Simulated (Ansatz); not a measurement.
# CH₃SSi−: single points off equilibrium

One table from this session's results is given with a row withheld; the runs are named, their logs left out.

The runs use Ansatz 0.2.0, Gaussian basis; single points in def2-TZVPPD.

Cores are frozen in the correlated methods.

## Starting geometry

SMILES `[CH-]=[SiH]S`, 6 atoms, charge -1, spin multiplicity 1.

Atoms are counted from 1 here; the program's logs count them from 0.

Bond lengths: C1–Si2 1.758 Å, C1–H4 1.157 Å, Si2–S3 2.332 Å, Si2–H5 1.512 Å, S3–H6 1.382 Å. Angles: Si2–C1–H4 96.7°, C1–Si2–S3 129.7°, C1–Si2–H5 126.0°, S3–Si2–H5 103.3°, Si2–S3–H6 92.5°.

Coordinates:

```xyz
6
CH3SSi
C    -1.1909   -0.5425   -1.2122
Si   -0.2500    0.6443   -0.3199
S     1.3902    0.3263    1.3072
H    -1.1313   -1.3845   -0.4209
H    -0.1373    2.1163   -0.6449
H     0.8412   -0.8754    1.7119
```

Set-up of the first run:

run/in.yaml reads:

```yaml
crystal:
  periodic: [false, false, false]
  atoms:
    - {symbol: C, position_ang: [-1.190869, -0.542520, -1.212218]}
    - {symbol: Si, position_ang: [-0.249963, 0.644313, -0.319859]}
    - {symbol: S, position_ang: [1.390176, 0.326298, 1.307188]}
    - {symbol: H, position_ang: [-1.131264, -1.384514, -0.420895]}
    - {symbol: H, position_ang: [-0.137270, 2.116325, -0.644908]}
    - {symbol: H, position_ang: [0.841239, -0.875378, 1.711869]}
basis:
  gaussian: {orbitals: "def2-TZVPPD.json"}
total_charge: -1
hamiltonian: {xc: pbe, dispersion: d4}
output: {forces: true}
```

The basis file named in the input lies beside it (Basis Set Exchange, JSON).

The run is started by

```bash
$ ansatz run in.yaml --threads 2 --pin off --events-out ev --progress --plain --max-ram 3481MiB
```

Among the steps run: PBE-D4/def2-TZVPPD; r2SCAN-D4/def2-TZVPPD; PBE0-D4/def2-TZVPPD; wB97M-V/def2-TZVPPD; CCSD(T)/def2-TZVPPD.

One table of the session follows, with a row left open; its other results are not shown here.

| method | RMS force component (eV/Å) | angle to CCSD(T) forces (°) |
| --- | --- | --- |
| PBE-D4 | 0.518 | 16.9 |
| r2SCAN-D4 | 0.638 | 13.2 |
| PBE0-D4 | 0.687 | 14.1 |
| wB97M-V | ? | ? |
| CCSD(T) | 0.580 | reference |

**Question.** Estimate the row for wB97M-V.

The run gave: RMS force component (eV/Å): 0.752; angle to CCSD(T) forces (°): 16.7. In the column «RMS force component (eV/Å)» it is the highest.
